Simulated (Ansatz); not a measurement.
This geometry of CH2OS (5 atoms, charge 0, multiplicity 1) is a first-order saddle point.

Computed with Ansatz 0.2.0, RKS B3LYP/def2-SVP.

```xyz
5
Properties=species:S:1:pos:R:3
H 0.591 -0.850 0.680
O 0.256 -0.884 -0.641
C -0.200 0.243 -0.312
H -0.707 0.891 -1.047
S 0.061 0.599 1.320
```

Q: Which two structures does it join? (They come from a converged band through this point; their orientation in space is the band's.)

A: Bonds broken: H1–O2. Bonds formed: H1–S5.

Image 0:

```xyz
5
Properties=species:S:1:pos:R:3
H 0.690 -1.263 0.308
O 0.288 -0.865 -0.488
C -0.193 0.324 -0.142
H -0.659 0.807 -1.015
S -0.126 0.997 1.337
```

Image 6:

```xyz
5
Properties=species:S:1:pos:R:3
H 0.752 -0.801 1.379
O 0.076 -0.802 -1.171
C -0.213 0.158 -0.515
H -0.750 1.050 -0.918
S 0.134 0.395 1.225
```

Q: How far does it lie above each of them?

A: 1.26 eV above the first and 1.39 eV above the second. This is the barrier of this one path; another mechanism may lie lower. The orbitals stay closed-shell, which can raise the energy where a bond breaks towards radicals; this wasn't checked here.

The run took 51 s on 1 CPU thread of a shared host.
